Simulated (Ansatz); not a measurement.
Two isomers of C3H5NO: A = `COCC#N`, B = `CC(=N)C=O`.

Isolated molecules relaxed with PBE0-D4/def2-TZVP in Ansatz; ΔE leaves out vibrations. CCSD(T)/CBS is the MP2 limit (def2-TZVPP, def2-QZVPP) plus CCSD(T) − MP2 in def2-TZVPP, frozen cores. This one scheme is used for every species. Functionals use def2-TZVPP. B3LYP here is the variant with VWN-RPA as its local correlation; programs differ in this. One conformer a species, not always the lowest.

**Question.** Which isomer does CCSD(T)/CBS put lower? Give the gap. (An estimate is asked.)

**Answer.** Ansatz gave: B, by 6.4 kcal/mol.

**Question.** Give E(B) − E(A) in kcal/mol with PBE-D4, HF/def2-TZVPP, r2SCAN-D4, B3LYP, CCSD/def2-TZVPP, PBE0-D4, BLYP-D4. (Best estimate.)

**Answer.** Ansatz gave: PBE-D4 -10.9, HF/def2-TZVPP -2.9, r2SCAN-D4 -9.6, B3LYP -7.7, CCSD/def2-TZVPP -4.7, PBE0-D4 -9.5, BLYP-D4 -9.3. None reverses the order clearly.

**Question.** Does the order hold for the free energy at 298.15 K (harmonic terms from PBE0-D4)? (An estimate is asked.)

**Answer.** Ansatz gave: Yes: G(B) − G(A) = -6.9 kcal/mol, for one conformer each.

Largest T1 diagnostic: 0.014.

From r2SCAN to r2SCAN0 (25 % exact exchange), in def2-TZVPP and without D4, E(B) − E(A) moves by +1.1 kcal/mol. Leaving LDA and LC-ωPBE aside and taking each functional with its dispersion term where it has one, the values, not all of them listed here, spread over 5.2 kcal/mol, from revPBE-D4 to B2PLYP. LDA lies −1.2 kcal/mol from PBE without D4.
